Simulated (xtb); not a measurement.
xtb input (GFN1-xTB):

```bash
xtb mol.xyz --gfn 1 --sp --chrg 0 --uhf 0
```
mol.xyz:
```
6

C      0.00010828    -0.00148279    -0.32151983
C     -0.00039060     0.00534905     1.15985624
F     -0.00863346     1.24906228    -0.79005262
F      1.08957641    -0.62224940    -0.78105262
F     -1.08015060    -0.63766366    -0.78171222
N     -0.00077674     0.01063706     2.30647695
```

Output:

```
           -------------------------------------------------
          |                Calculation Setup                |
           -------------------------------------------------

           -------------------------------------------------
          |                 G F N 1 - x T B                 |
           -------------------------------------------------

        Reference                      10.1021/acs.jctc.7b00118
      * Hamiltonian:
        H0-scaling (s, p, d)           1.850000    2.250000    2.000000
        zeta-weighting                 0.000000
      * Dispersion:
        s8                             2.400000
        a1                             0.630000
        a2                             5.000000
        s9                             0.000000
      * Repulsion:
        kExp                           1.500000
        rExp                           1.000000
      * Coulomb:
        alpha                          2.000000
        third order                    atomic
        anisotropic                    false
      * Halogen bond correction:
        rad-scale                      1.300000
        damping                        0.440000

          ...................................................
          :                      SETUP                      :
          :.................................................:
          :  # basis functions                  24          :
          :  # atomic orbitals                  24          :
          :  # shells                           12          :
          :  # electrons                        34          :
          :  # halogen bonds                     0          :
          :  max. iterations                   250          :
          :  Hamiltonian                  GFN1-xTB          :
          :  restarted?                      false          :
          :  GBSA solvation                  false          :
          :  PC potential                    false          :
          :  electronic temp.          300.0000000     K    :
          :  accuracy                    1.0000000          :
          :  -> integral cutoff          0.2500000E+02      :
          :  -> integral neglect         0.1000000E-07      :
          :  -> SCF convergence          0.1000000E-05 Eh   :
          :  -> wf. convergence          0.2000000E-04 e    :
          :  Broyden damping             0.4000000          :
          :  net charge                          0          :
          :  unpaired electrons                  0          :
          ...................................................

 iter      E             dE          RMSdq      gap      omega  full diag
   1    -22.8523272 -0.228523E+02  0.768E+00    6.57       0.0  T
   2    -22.9350039 -0.826767E-01  0.450E+00    6.61       1.0  T
   3    -22.9357792 -0.775364E-03  0.180E+00    6.51       1.0  T
   4    -22.9375090 -0.172977E-02  0.261E-01    6.48       1.0  T
   5    -22.9378401 -0.331079E-03  0.494E-02    6.51       1.0  T
   6    -22.9378531 -0.130047E-04  0.134E-02    6.52       3.1  T
   7    -22.9378545 -0.141599E-05  0.504E-04    6.52      80.9  T
   8    -22.9378545  0.121247E-08  0.623E-04    6.52      65.5  T
   9    -22.9378545 -0.292874E-08  0.147E-07    6.52  100000.0  T
  10    -22.9378545 -0.284217E-13  0.285E-08    6.52  100000.0  T

   *** convergence criteria satisfied after 10 iterations ***

         #    Occupation            Energy/Eh            Energy/eV
      -------------------------------------------------------------
         1        2.0000           -0.9415116             -25.6198
       ...           ...                  ...                  ...
        11        2.0000           -0.5961564             -16.2222
        12        2.0000           -0.5955790             -16.2065
        13        2.0000           -0.5955790             -16.2065
        14        2.0000           -0.5945228             -16.1778
        15        2.0000           -0.5626734             -15.3111
        16        2.0000           -0.5626734             -15.3111
        17        2.0000           -0.5405886             -14.7102 (HOMO)
        18                         -0.3009846              -8.1902 (LUMO)
        19                         -0.3009846              -8.1902
        20                         -0.0644956              -1.7550
        21                          0.0175029               0.4763
        22                          0.0175029               0.4763
       ...                                ...                  ...
        24                          1.2150888              33.0642
      -------------------------------------------------------------
                  HL-Gap            0.2396040 Eh            6.5200 eV
             Fermi-level           -0.4207866 Eh          -11.4502 eV

 SCC (total)                   0 d,  0 h,  0 min,  0.006 sec
 SCC setup                      ...        0 min,  0.000 sec (  2.453%)
 Dispersion                     ...        0 min,  0.000 sec (  1.581%)
 classical contributions        ...        0 min,  0.000 sec (  0.815%)
 integral evaluation            ...        0 min,  0.001 sec ( 21.266%)
 iterations                     ...        0 min,  0.002 sec ( 37.913%)
 molecular gradient             ...        0 min,  0.002 sec ( 31.474%)
 printout                       ...        0 min,  0.000 sec (  4.265%)

         :::::::::::::::::::::::::::::::::::::::::::::::::::::
         ::                     SUMMARY                     ::
         :::::::::::::::::::::::::::::::::::::::::::::::::::::
         :: total energy             -22.796791784117 Eh    ::
         :: gradient norm              0.009749132177 Eh/a0 ::
         :: HOMO-LUMO gap              6.519957307522 eV    ::
         ::.................................................::
         :: SCC energy               -22.937854491620 Eh    ::
         :: -> electrostatic           0.069823818347 Eh    ::
         :: repulsion energy           0.142418514549 Eh    ::
         :: dispersion energy         -0.001355807046 Eh    ::
         :: halogen bond corr.         0.000000000000 Eh    ::
         :: add. restraining           0.000000000000 Eh    ::
         :: total charge               0.000000000000 e     ::
         :::::::::::::::::::::::::::::::::::::::::::::::::::::

           -------------------------------------------------
          |                Property Printout                |
           -------------------------------------------------

    * Orbital Energies and Occupations

         #    Occupation            Energy/Eh            Energy/eV
      -------------------------------------------------------------
         1        2.0000           -0.9415116             -25.6198
       ...           ...                  ...                  ...
         5        2.0000           -0.7482428             -20.3607
         6        2.0000           -0.7014913             -19.0886
         7        2.0000           -0.6796637             -18.4946
         8        2.0000           -0.6796637             -18.4946
         9        2.0000           -0.6143424             -16.7171
        10        2.0000           -0.6143424             -16.7171
        11        2.0000           -0.5961564             -16.2222
        12        2.0000           -0.5955790             -16.2065
        13        2.0000           -0.5955790             -16.2065
        14        2.0000           -0.5945228             -16.1778
        15        2.0000           -0.5626734             -15.3111
        16        2.0000           -0.5626734             -15.3111
        17        2.0000           -0.5405886             -14.7102 (HOMO)
        18                         -0.3009846              -8.1902 (LUMO)
Note: The following floating-point exceptions are signalling: IEEE_DENORMAL
normal termination of xtb
        19                         -0.3009846              -8.1902
        20                         -0.0644956              -1.7550
        21                          0.0175029               0.4763
        22                          0.0175029               0.4763
        23                          0.0255558               0.6954
        24                          1.2150888              33.0642
      -------------------------------------------------------------
                  HL-Gap            0.2396040 Eh            6.5200 eV
             Fermi-level           -0.4207866 Eh          -11.4502 eV

  Mulliken/CM5 charges         n(s)   n(p)   n(d)
     1C     0.65388  0.71388   0.994  2.352  0.000
     2C     0.20407  0.32986   1.058  2.738  0.000
     3F    -0.22490 -0.24527   1.813  5.412  0.000
     4F    -0.22490 -0.24527   1.813  5.412  0.000
     5F    -0.22490 -0.24527   1.813  5.412  0.000
     6N    -0.18324 -0.30794   1.669  3.514  0.000

Wiberg/Mayer (AO) data.
largest (>0.10) Wiberg bond orders for each atom

 ---------------------------------------------------------------------------
     #   Z sym  total        # sym  WBO       # sym  WBO       # sym  WBO
 ---------------------------------------------------------------------------
     1   6 C    3.791 --     2 C    0.950     3 F    0.936     4 F    0.936
                             5 F    0.936
     2   6 C    3.964 --     6 N    2.939     1 C    0.950
     3   9 F    1.076 --     1 C    0.936
     4   9 F    1.076 --     1 C    0.936
     5   9 F    1.076 --     1 C    0.936
     6   7 N    3.028 --     2 C    2.939
 ---------------------------------------------------------------------------

Topologies differ in total number of bonds
Writing topology from bond orders to xtbtopo.mol

 dipole moment from electron density (au)
     X       Y       Z
   0.0001  -0.0009  -0.2016  total (Debye):    0.512

           -------------------------------------------------
          | TOTAL ENERGY              -22.796791784117 Eh   |
          | GRADIENT NORM               0.009749132177 Eh/α |
          | HOMO-LUMO GAP               6.519957307522 eV   |
           -------------------------------------------------

------------------------------------------------------------------------
------------------------------------------------------------------------
 total:
 SCF:
```
